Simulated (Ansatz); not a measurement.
Geometry optimisation, Ansatz, RKS PBE0/def2-SVP.

The input (input.yaml):

```yaml
crystal:
  periodic: [false, false, false]
  atoms:
    - { symbol: O, position_ang: [-1.31442, -0.79839, 0.3129] }
    - { symbol: S, position_ang: [0.0702, -1.11047, -0.53054] }
    - { symbol: Si, position_ang: [-0.54754, -3.04302, -1.07123] }
    - { symbol: H, position_ang: [-1.90952, -1.56162, 0.30321] }
    - { symbol: H, position_ang: [0.36716, -3.83263, -1.87035] }
    - { symbol: H, position_ang: [-1.8592, -3.41384, -0.57821] }
total_charge: 1
basis:
  gaussian: { orbitals: def2-SVP }
hamiltonian:
  xc: pbe0
relax:
  f_tol: 0.015
  max_steps: 40
output:
  orbitals: {}
```

Command:

```bash
$ ansatz run input.yaml --threads 1 --pin off --max-ram 2048MiB --backend cpu --events-out ev --progress --plain --runs-dir out
```

Task: Where does it end, and by what steps?

Result: It converged. After 21 steps the energy has fallen by 0.612 eV; H4 moved furthest, 1.25 Å.

| step | energy less start (eV) | largest force component (eV/Å) | accepted |
| --- | --- | --- | --- |
| 0 | 0.0000 | 1.634 | yes |
| 1 | -0.2429 | 0.477 | yes |
| 2 | -0.2918 | 0.490 | yes |
| 3 | -0.3327 | 0.563 | yes |
| 4 | -0.3231 | 0.332 | no |
| 5 | -0.3568 | 0.264 | yes |
| 6 | -0.3731 | 0.489 | yes |
| 7 | -0.3884 | 0.893 | yes |
| 8 | -0.3739 | 2.656 | no |
| 9 | -0.4364 | 0.445 | yes |
| 10 | -0.4851 | 0.564 | yes |
| 11 | -0.5089 | 0.523 | yes |
| 12 | -0.5634 | 0.954 | yes |
| 13 | -0.5576 | 0.643 | no |
| 14 | -0.5964 | 0.356 | yes |
| 15 | -0.6091 | 0.121 | yes |
| 16 | -0.6089 | 0.149 | no |
| 17 | -0.6109 | 0.074 | yes |
| 18 | -0.6120 | 0.049 | yes |
| 19 | -0.6122 | 0.023 | yes |
| 20 | -0.6122 | 0.029 | no |
| 21 | -0.6123 | 0.004 | yes |

```xyz
6
Properties=species:S:1:pos:R:3
O -1.651 -0.967 0.115
S -0.133 -1.382 -0.376
Si -0.528 -3.227 -1.184
H -1.592 -0.583 1.009
H 0.614 -3.838 -1.895
H -1.904 -3.762 -1.102
```

Whether the end is a true minimum wasn't checked by a vibrational analysis.

Run time: 91 s on 1 thread of Intel(R) Xeon(R) Processor @ 2.50GHz (Skylake/Cascade Lake), with other jobs on the host, peak memory 0.14 GiB.
